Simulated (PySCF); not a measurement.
Species: C4H4F2.
Z-matrix (Å and degrees, PBE0-D3(BJ)/def2-SVP geometry), rows numbered from 1:
```
C 
C   1  1.5037
F   2  1.3817  1  108.58
C   2  1.5059  1  124.99  3   144.25
C   4  1.3004  2   61.76  1   113.03
F   5  1.3049  2  146.53  4  -179.58
H   1  1.0978  2  111.04  3  -179.58
H   1  1.1003  2  109.77  3   -59.06
H   1  1.1002  2  110.36  3    59.48
H   4  1.0867  2  145.13  5   179.62
```

The closed-shell ground state was solved at several levels (PySCF, density fitting, gas phase, non-relativistic).

```tsv
level	basis functions	total energy (Eh)	HOMO (eV)	LUMO (eV)	gap (eV)	dipole (D)
CAM-B3LYP/def2-SVPD	158	-354.0399	-9.72	1.04	10.76	2.23
B3LYP/pcJ-1	202	-354.4228	-8.00	-0.11	7.89	2.05
PBE0/pcSseg-1	122	-354.0093	-8.25	0.16	8.41	2.07
```

Q: Estimate the row for PBE0/pcSseg-2, a basis of 272 functions; the other rows only guide the guess.

A: Total energy -354.1867 Eh, HOMO -8.27 eV, LUMO 0.02 eV, gap 8.29 eV, dipole 2.10 D.

Q: Over all these levels, which gives the widest orbital gap and which the narrowest?

A: CAM-B3LYP/def2-SVPD (range-separated hybrid) has the widest, 10.76 eV, and B3LYP/pcJ-1 (global hybrid, 20 % exact exchange) the narrowest, 7.89 eV. Functional and basis both differ between the two, so the spread mixes both effects.

Q: How far do the dipole and the HOMO energy spread over the levels?

A: The dipole runs from 2.05 to 2.23 D (mean 2.11 D) and the HOMO from -9.72 to -8.00 eV.
